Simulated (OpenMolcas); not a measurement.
**Potential curves of AlH⁺: spin-free states**

Computed with OpenMolcas 26.06: state-averaged CASSCF(3,5) over Al 3s 3p, H 1s, XMS-CASPT2 (IPEA 0.25, imaginary shift 0.2 hartree), scalar X2C, ANO-RCC-VTZP, then RASSI spin–orbit state interaction with atomic mean-field integrals. C2 symmetry about the axis (a holds Σ, Δ, Γ; b holds Π, Φ, H; Σ⁺ and Σ⁻ are not told apart); roots by multiplicity and irrep: 2a 3, 2b 4, 4b 2, 4a 1.

XMS-CASPT2 energies in eV from the lowest point. Curves are followed by energy order within each symmetry, so they are adiabatic and may change character at avoided crossings; Σ⁺ and Σ⁻ are counted together.

```tsv
R (Å)	(1)2Σ	(1)2Π	(2)2Σ	(1)4Π	(1)4Σ	(2)2Π	(3)2Σ
1.403	0.331	3.727	5.942	7.133	11.372	9.885	8.909
1.485	0.115	3.546	5.330	6.606	10.957	8.922	8.553
1.559	0.023	3.468	4.897	6.244	10.296	8.556	8.325
1.632	0.000	3.460	4.560	5.968	9.705	8.285	8.162
1.714	0.029	3.504	4.274	5.733	9.120	8.063	8.036
1.795	0.093	3.592	4.064	5.561	8.601	7.907	7.945
1.909	0.206	3.751	3.893	5.393	7.974	7.777	7.849
2.056	0.348	3.984	3.829	5.265	7.317	7.667	7.765
2.285	0.497	4.337	3.972	5.180	6.570	7.653	7.716
```

(1) With masses 26.982 and 1.008 u, fit the curves (1)2Σ, (1)2Π near their minima.

Only roots inside an energy window near the equilibrium distance were included, so the list of states is not complete; labels number the states computed. Each spin and symmetry block has orbitals of its own, averaged over its own roots, so gaps between blocks are less sure than gaps within one and near the minimum can be off by tenths of an eV, in bad cases by more. No Rydberg orbitals are active, so Rydberg states, and σ→σ* states whose orbital the CASSCF left unused, can be missing between those listed. Points that failed a check (symmetry, reference weights, a jump) are left out.

Answers

(1) At XMS-CASPT2, Te from the lowest curve (the fit fixes ωe to a per cent or two; the method's Re and ωe can be off by some per cent):

```tsv
curve	Te (cm⁻¹)	Re (Å)	ωe (cm⁻¹)
(1)2Σ	0	1.627	1582.2
(1)2Π	27870	1.608	1691.4
```
